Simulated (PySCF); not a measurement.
**Continuum solvent and chemical shifts**

Molfile (atoms numbered from 1):
```
C2HNS
     RDKit          3D

  5  4  0  0  0  0  0  0  0  0999 V2000
    1.8118   -0.9624   -0.1462 N   0  0  0  0  0  0  0  0  0  0  0  0
    0.8069   -0.3876   -0.0618 C   0  0  0  0  0  0  0  0  0  0  0  0
   -0.4272    0.3255    0.0416 C   0  0  0  0  0  0  0  0  0  0  0  0
   -1.8731   -0.3957    0.0611 S   0  0  0  0  0  0  0  0  0  0  0  0
   -0.3183    1.4201    0.1053 H   0  0  0  0  0  0  0  0  0  0  0  0
  1  2  3  0
  2  3  1  0
  3  4  2  0
  3  5  1  0
M  END
```

GIAO PBE0/pcSseg-1 in PySCF on one PBE0-D3(BJ)/def2-SVP conformer, non-relativistic, equivalent nuclei averaged. Solvents enter as an IEF-PCM continuum (chloroform with ε = 4.7, acetonitrile with ε = 35.7) around the gas-phase geometry. Shifts are referred to TMS, CS2 computed in the same medium.

Gas phase, δ in ppm: C3 225.5, C2 120.5, S4 1577.3, H5 10.32. Dipole moment 2.53 D.

(1) How does each δ change in the continuum?

(2) Which nuclei move most (in ppm), and what does the model miss?

Results:

(1) 
```json
{"atoms": "C3", "environment": "thiocarbonyl carbon", "Δδ, chloroform": "+5.0", "Δδ, acetonitrile": "+6.9"}
{"atoms": "C2", "environment": "nitrile carbon", "Δδ, chloroform": "+0.7", "Δδ, acetonitrile": "+1.1"}
{"atoms": "S4", "environment": "thione sulfur", "Δδ, chloroform": "-32.3", "Δδ, acetonitrile": "-51.1"}
{"atoms": "H5", "environment": "hydrogen on a thiocarbonyl carbon", "Δδ, chloroform": "+0.11", "Δδ, acetonitrile": "+0.15"}
```

Changes are relative to the gas phase. The dipole moment becomes 3.08 D in chloroform, 3.29 D in acetonitrile.

(2) S4 (thione sulfur, -51.1 ppm) in acetonitrile. A continuum only polarises the solute; specific hydrogen bonds, the anisotropy of aromatic solvents and changes of geometry or conformer are outside it.
